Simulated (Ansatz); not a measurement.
## Ansatz (development build ahead of 0.2.0) run

```yaml
crystal:
  periodic: [false, false, false]
  atoms:
    - { symbol: Al, position_ang: [0.0, 0.0, 0.0] }
    - { symbol: S, position_ang: [1.14596, 1.52795, 3.3081] }
basis:
  gaussian: { orbitals: STO-3G }
magnetization:
  initial_magnetization: 1
hamiltonian:
  xc: hf
correlation:
  method: fci
  frozen_orbitals: { Al: 5, S: 5 }
```

The input is written out in the form of the current development build from the run's settings.

Output:

```json
{"Converged": "yes", "Total energy": "-632.02106 hartree", "State": "lowest doublet root, of any spatial symmetry"}
```
